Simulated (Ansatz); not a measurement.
Two isomers of C4H5F: A = `CCC#CF`, B = `FCC1=CC1`.

Isolated molecules relaxed with PBE0-D4/def2-TZVP in Ansatz; ΔE leaves out vibrations. CCSD(T)/CBS is the MP2 limit (def2-TZVPP, def2-QZVPP) plus CCSD(T) − MP2 in def2-TZVPP, frozen cores. DFT in def2-TZVPP. One conformer a species, not always the lowest.

(1) Which is lower in electronic energy at CCSD(T)/CBS, and by how much? (Best estimate.)

(2) Give E(B) − E(A) in kcal/mol with ωB97M-V, LDA (SPW92), PBE0-D4, r2SCAN-D4, PBE-D4, B2PLYP, HF/def2-TZVPP. (Estimate.)

(3) Does the order hold for the free energy at 298.15 K (harmonic terms from PBE0-D4)? (Estimate.)

Largest T1 diagnostic: 0.011.

Results:

(1) Computed: A, by 4.7 kcal/mol.

(2) Computed: ωB97M-V 3.6, LDA (SPW92) 1.3, PBE0-D4 1.6, r2SCAN-D4 2.3, PBE-D4 2.2, B2PLYP 5.7, HF/def2-TZVPP 6.6. None reverses the order clearly.

(3) Ansatz gave: Yes: G(B) − G(A) = +4.8 kcal/mol, for one conformer each.

Leaving LDA and LC-ωPBE aside and taking each functional with its dispersion term where it has one, the values spread over 4.1 kcal/mol, from PBE0-D4 to B2PLYP. LDA lies −1.1 kcal/mol from PBE without D4. From BLYP to BHLYP (50 % exact exchange), in def2-TZVPP and without D4, E(B) − E(A) moves by −1.3 kcal/mol.
